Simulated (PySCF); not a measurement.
Species: C2HFN2S.
Z-matrix (Å and degrees, PBE0-D3(BJ)/def2-SVP geometry), rows numbered from 1:
```
F 
C   1  1.3027
N   2  1.2863  1  124.17
C   3  1.3628  2  107.52  1   179.98
N   4  1.3066  3  120.36  2    -0.09
S   5  1.6647  4  107.80  3     0.23
H   4  1.0933  3  119.97  2   179.96
```

Method used: core-valence-separated Tamm–Dancoff BHandHLYP/aug-pcX-1 (pcseg-1 on H, def2-SVPD on S) in PySCF, non-relativistic, gas phase, PBE0-D3(BJ)/def2-SVP geometry. Absolute energies from this functional tend to lie a few eV below measured edges; no shift was applied.

Question: What does the C 1s absorption edge look like?

Answer: 
```
E (eV)       f  core hole on  main final orbital  polarisation
284.03  0.0677            C4         LUMO (58 %)  out of plane
285.66  0.0805            C2         LUMO (76 %)  out of plane
287.63  0.0069            C4         LUMO (39 %)  out of plane
287.76  0.0113            C4       LUMO+1 (84 %)      in plane
288.29  0.0200            C4       LUMO+3 (61 %)      in plane
288.95  0.0405            C2       LUMO+1 (70 %)      in plane
289.13  0.0007            C4       LUMO+2 (67 %)             –
289.82  0.0055            C4       LUMO+5 (50 %)  out of plane
289.88  0.0233            C2      LUMO+13 (33 %)      in plane
289.93  0.0017            C4       LUMO+6 (75 %)      in plane
290.22  0.0001            C4       LUMO+4 (68 %)             –
```

The first line with a tenth or more of the strongest one's intensity is at 284.03 eV (f = 0.068), with the hole on C4 (aromatic CH next to a ring nitrogen), polarised out of plane: a 1s→π* resonance. The strongest listed is at 285.66 eV (f = 0.080; C2, 1s→π*).

Question: What does the F 1s absorption edge look like?

Answer: 
```csv
E (eV),f,core hole on,main final orbital,polarisation
686.04,0.0115,F1,LUMO (84 %),out of plane
686.92,0.0259,F1,spread,in plane
688.16,0.0067,F1,LUMO+1 (78 %),in plane
688.95,0.0130,F1,LUMO+2 (53 %),in plane
689.36,0.0020,F1,LUMO+5 (75 %),out of plane
689.90,0.0044,F1,LUMO+4 (59 %),in plane
```

The first line with a tenth or more of the strongest one's intensity is at 686.04 eV (f = 0.012), with the hole on F1 (aryl fluorine), polarised out of plane. The strongest listed is at 686.92 eV (f = 0.026; F1).

Question: Give energies, oscillator strengths and core holes at the N K edge.

Answer: 
```
E (eV)       f  core hole on  main final orbital  polarisation
397.19  0.0532            N5         LUMO (77 %)  out of plane
397.51  0.0528            N3         LUMO (41 %)  out of plane
398.82  0.0458            N5       LUMO+1 (70 %)      in plane
399.80  0.0092            N3         LUMO (57 %)  out of plane
400.90  0.0085            N3       LUMO+1 (88 %)      in plane
401.63  0.0004            N3       LUMO+2 (82 %)             –
401.83  0.0010            N5       LUMO+5 (55 %)  out of plane
402.07  0.0065            N5       LUMO+2 (70 %)      in plane
402.33  0.0024            N3       LUMO+3 (86 %)      in plane
402.46  0.0012            N5       LUMO+3 (52 %)      in plane
402.86  0.0031            N5              spread      in plane
```

The first line with a tenth or more of the strongest one's intensity is at 397.19 eV (f = 0.053), with the hole on N5 (pyridine-type nitrogen), polarised out of plane: a 1s→π* resonance. It is also the strongest listed.

Roots within 0.03 eV whose holes lie on the same, on equivalent or on shared atoms are summed into one line, and the highest roots are left out, as the search may have cut off their partners. Final orbitals are the ground state's empty Kohn–Sham orbitals. A dash: too weak, shared between unlike atoms, or no plane or axis to refer to.

Question: What length of transition dipole belongs to the line at 289.88 eV?

Answer: From f = (2/3) ΔE |μ|² in atomic units, with ΔE = 10.653 Eh and f = 0.0233: |μ| = 0.057 au = 0.15 D.

The ionisation thresholds weren't computed; near and above them a finite basis only mimics Rydberg series and continuum.
